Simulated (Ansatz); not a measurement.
Two isomers of C6H12: A = `C/C=C(/C)CC`, B = `C=CCCCC`.

Calculated with Ansatz (gas phase, PBE0-D4/def2-TZVP geometries, no zero-point term in ΔE). CBS: MP2 limit from def2 TZ/QZ plus the TZ coupled-cluster correction, frozen cores. DFT in def2-TZVPP. One conformer a species, not always the lowest.

(1) Which is lower in electronic energy at CCSD(T)/CBS, and by how much? (Estimate.)

(2) Give E(B) − E(A) in kJ/mol with PBE0-D4, PBE-D4, r2SCAN-D4, MP2/def2-TZVPP, CCSD(T)/def2-TZVPP, ωB97M-V, CCSD/def2-TZVPP. (Estimate.)

Largest T1 diagnostic: 0.009.

## Answers

(1) The calculation gave: A, by 15.7 kJ/mol.

(2) Ansatz gave: PBE0-D4 21.0, PBE-D4 22.7, r2SCAN-D4 20.9, MP2/def2-TZVPP 18.9, CCSD(T)/def2-TZVPP 15.9, ωB97M-V 16.5, CCSD/def2-TZVPP 14.7. None reverses the order clearly.

In def2-TZVPP, CCSD(T) changes the Hartree–Fock value by +3.8 kJ/mol (the triples alone add +1.2 kJ/mol) and MP2 by +6.8 kJ/mol.
